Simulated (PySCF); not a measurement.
Compound: C₄H₆NS (charge +1).
Atom-mapped SMILES: `[CH3:1][n+:2]1[cH:3][cH:4][s:5][cH:6]1` (hydrogens: H7, H8, H9 on C1; H10 on C3; H11 on C4; H12 on C6)

Computed with core-valence-separated Tamm–Dancoff BHandHLYP/aug-pcX-1 (pcseg-1 on H, def2-SVPD on S) in PySCF, non-relativistic, gas phase, PBE0-D3(BJ)/def2-SVP geometry. No empirical shift is added; at this level the pattern usually sits a few eV under experiment.

Q: What does the N 1s absorption edge look like?

A: 
```json
{"E (eV)": "399.20", "f": "0.0479", "core hole on": "N2", "main final orbital": "LUMO (78 %)", "polarisation": "normal to the local trigonal plane"}
{"E (eV)": "402.86", "f": "0.0031", "core hole on": "N2", "main final orbital": "LUMO+1 (79 %)", "polarisation": "normal to the local trigonal plane"}
{"E (eV)": "403.91", "f": "0.0177", "core hole on": "N2", "main final orbital": "LUMO+2 (63 %)", "polarisation": "in the local trigonal plane"}
{"E (eV)": "404.49", "f": "0.0179", "core hole on": "N2", "main final orbital": "spread", "polarisation": "in the local trigonal plane"}
{"E (eV)": "404.80", "f": "0.0126", "core hole on": "N2", "main final orbital": "LUMO+3 (46 %)", "polarisation": "in the local trigonal plane"}
{"E (eV)": "405.48", "f": "0.0035", "core hole on": "N2", "main final orbital": "LUMO+6 (40 %)", "polarisation": "in the local trigonal plane"}
{"E (eV)": "405.88", "f": "0.0005", "core hole on": "N2", "main final orbital": "LUMO+10 (33 %)", "polarisation": "–"}
```

The first line with a tenth or more of the strongest one's intensity is at 399.20 eV (f = 0.048), with the hole on N2 (three-coordinate ring nitrogen), polarised normal to the local trigonal plane: a 1s→π* resonance. It is also the strongest listed.

Q: What does the C 1s absorption edge look like?

A: 
```csv
E (eV),f,core hole on,main final orbital,polarisation
283.44,0.0589,C4,LUMO+1 (48 %),normal to the local trigonal plane
283.59,0.0711,C6,LUMO (91 %),normal to the local trigonal plane
284.15,0.0681,C3,LUMO+1 (87 %),normal to the local trigonal plane
285.73,0.0000,C1,LUMO (94 %),–
285.85,0.0003,C3,LUMO (99 %),–
286.04,0.0424,C4,LUMO+2 (57 %),in the local trigonal plane
286.25,0.0018,C4,LUMO (54 %),normal to the local trigonal plane
286.82,0.0553,C1,LUMO+3 (30 %),–
287.39,0.0117,C1,LUMO+1 (82 %),–
287.75,0.0026,C1,LUMO+2 (36 %),–
287.78,0.0224,C3,LUMO+2 (59 %),in the local trigonal plane
287.91,0.0367,C6,LUMO+2 (64 %),in the local trigonal plane
288.02,0.0385,C1,LUMO+5 (30 %),–
288.13,0.0198,C4,LUMO+3 (33 %),in the local trigonal plane
288.52,0.0148,C3,LUMO+3 (43 %),in the local trigonal plane
288.53,0.0100,C4,spread,in the local trigonal plane
288.88,0.0006,C1,LUMO+2 (59 %),–
288.97,0.0344,C1,spread,–
289.00,0.0000,C6,LUMO+1 (96 %),–
```

The first line with a tenth or more of the strongest one's intensity is at 283.44 eV (f = 0.059), with the hole on C4 (aromatic CH next to a ring sulfur), polarised normal to the local trigonal plane: a 1s→π* resonance. The strongest listed is at 283.59 eV (f = 0.071; C6, 1s→π*).

Roots within 0.03 eV whose holes lie on the same, on equivalent or on shared atoms are summed into one line, and the highest roots are left out, as the search may have cut off their partners. Final orbitals are the ground state's empty Kohn–Sham orbitals. A dash: too weak, shared between unlike atoms, or no plane or axis to refer to.

Q: What is the summed oscillator strength of the listed N K lines, and their intensity-weighted mean energy?

A: Σf = 0.103 over 7 lines from 399.20 to 405.88 eV; the weighted mean is 401.96 eV. The strongest line holds 46 % of the sum.

The ionisation thresholds weren't computed; near and above them a finite basis only mimics Rydberg series and continuum.
